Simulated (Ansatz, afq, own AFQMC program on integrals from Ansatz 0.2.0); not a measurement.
# Atomization energy of SiPH5, singlet

```xyz
7

Si   -0.6313   -0.3589   -0.3893
P     1.0936   -0.0115    1.0412
H    -1.8574   -0.6227    0.4221
H    -0.3185   -1.5717   -1.2034
H    -0.8968    0.7884   -1.3105
H     0.6451    1.2925    1.4175
H     1.9653    0.4839    0.0224
```

Atoms in their ground-state spins without spin–orbit coupling (mostly on UHF) minus the molecule (RHF), without zero-point energy. The geometry is a stationary point, not shown to be a minimum.

Basis def2-TZVP. Only valence electrons are correlated. Integrals, coupled cluster, full CI and functionals: Ansatz 0.2.0; the random walks run on the same integrals in our own AFQMC program. ph-AFQMC/CISD is guided by a CISD state made of CCSD amplitudes; releasing the constraint for a short imaginary time cuts its bias at the price of noise, slowly where states lie close. ± is one standard error of the sampling. The errors of all members are added in quadrature.

No full CI on the walks' own integrals is used here; CCSDT(Q) serves as the reference and is uncertain by about the last step of the cluster series. Each member takes its own surest rung, up to full CI.

The best estimate is CCSD(T) at the basis-set limit (CBS: def2-TZVPP and def2-QZVPP, with their diffuse functions for anions and beside diffuse sets, CCSD(T) itself extrapolated) plus the step from CCSD(T) to CCSDT(Q) in def2-TZVP. Rows without CBS are in def2-TZVP; B2PLYP and the wave-function rows carry a basis error of their own. Core correlation and relativity beyond core potentials are missing, and ± holds the sampling alone.

Cautions: other spins of the molecule weren't checked.

Task: Estimate: order these levels by their error in the atomization energy against the best estimate, smallest first.
A. B2PLYP
B. HF/CBS
C. HF
D. MP2

Result: A (10.4 kcal/mol), D (33.9 kcal/mol), B (119.3 kcal/mol), C (120.7 kcal/mol).

Best estimate: 457.7 kcal/mol.

Best estimates are given only where the step beyond CCSD(T) is under 0.3 eV and no member's determinant is very poor (T1 over 0.05, or 0.07 for open shells, ⟨S²⟩ too high by 0.3, two states mixed), so the hardest cases are missing from such tables.

Each member of a difference takes its own highest rung, so a best estimate needn't equal the limit plus the step of one row.
